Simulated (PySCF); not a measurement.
Method: PBE-D3(BJ)/def2-TZVP // B3LYP-D3(BJ)/def2-SVP run with PySCF. All species are isolated molecules in the gas phase. 

Reference species (SMILES): `N` (neutral, multiplicity 1).

```json
{
  "HOMO": "-6.07 eV",
  "dipole_moment": "1.75 D"
}
```

Changed species: `O` (free base H2O; the reference has free base NH3).

Give the shifts of the HOMO and dipole moment.

the HOMO drops by 0.90 eV, to -6.97 eV; the dipole moment increases by 0.30 D, to 2.05 D.
